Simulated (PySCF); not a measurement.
Compound: malonic acid, C3H4O4.
Cartesian coordinates in Å at the PBE0-D3(BJ)/def2-SVP level; atoms count from 1:
```
atom  x, y, z in Å
O1     1.550   -0.706    1.115
C2     1.266    0.023    0.205
O3     2.045    1.027   -0.205
C4     0.012   -0.105   -0.625
C5    -1.221   -0.031    0.244
O6    -1.352    0.702    1.184
O7    -2.180   -0.856   -0.186
H8     2.825    1.025    0.372
H9    -0.043    0.702   -1.370
H10    0.037   -1.065   -1.159
H11   -2.943   -0.719    0.398
```

Linear response at CAM-B3LYP/def2-SVPD (PySCF, frozen core in the response, non-relativistic).

Static isotropic polarisability: 50.31 au (7.45 Å³), principal values 44.2, 47.8, 59.0 au.

**Question.** What is the polarisability at 1064 nm and at the sodium D line?

**Answer.** 50.64 au at 1064 nm (+0.7 %), 51.41 au at 589.3 nm (+2.2 %). The rise at 589.3 nm is 3.34 times that at 1064 nm; a pure ω² law gives 3.26. The lowest singlet lies at 211 nm, shorter than both wavelengths.

**Question.** What is the isotropic C6 coefficient between two such molecules, C6 = (3/π)∫α(iω)² dω?

**Answer.** 1227 au (Eh·bohr⁶) by a ten-point quadrature over imaginary frequencies, which is 733 eV·Å⁶ or 70.7 J·nm⁶/mol.

**Question.** Which effective excitation energy ω̄ makes London's formula C6 = (3/4)α²ω̄ exact here?

**Answer.** ω̄ = 4·C6/(3α²) = 0.646 Eh = 17.6 eV. A one-pole form α(ω) = α/(1 − ω²/ω̄²) fitted to the 1064 nm value gives 14.4 eV.

**Question.** How anisotropic is the static polarisability, by Δα² = ½[(α1 − α2)² + (α2 − α3)² + (α3 − α1)²]?

**Answer.** Δα = 13.4 au, or 0.27 of the isotropic value.

**Question.** The lowest 6 singlets have (eV, f): 5.87, 0.000; 5.93, 0.000; 7.74, 0.053; 7.78, 0.019; 7.81, 0.013; 7.88, 0.027. What share of the static polarisability do they carry in the sum over states α = Σ f/ω²?

**Answer.** 1.37 au, 2.7 % of α; the largest term, 0.66 au, is that of the state at 7.74 eV. Their oscillator strengths add up to 0.11. Higher states carry the rest.

**Question.** What three-body coefficient follows from the one-pole estimate C9 = (3/4)·α·C6?

**Answer.** 46300 au. This is an estimate from the two numbers above, not a computed integral.

**Question.** What n − 1 at the D line would an ideal gas of it have at 273.15 K and 1 atm (2.6868 × 10¹⁹ cm⁻³), by n − 1 = 2π·N·α′?

**Answer.** 12.86 × 10⁻⁴, a formal value whether or not that pressure can be reached.

**Question.** How many electrons N does the Slater–Kirkwood formula C6 = (3/4)·√N·α^(3/2) need to give this C6?

**Answer.** N = (4·C6/3)²/α³ = 21.0; the species has 54 electrons in all.

**Question.** What molar refraction at the D line follows from R = (4π/3)·N_A·α′, with α′ the polarisability volume?

**Answer.** α′ = 7.62 Å³ gives R = 19.22 cm³/mol, for isolated, non-vibrating species.

Cost: about 40 s of CPU time on one thread; the machine was shared, so the figure is rough. This is the whole response run at CAM-B3LYP/def2-SVPD, SCF included.

One conformer stands for the species.
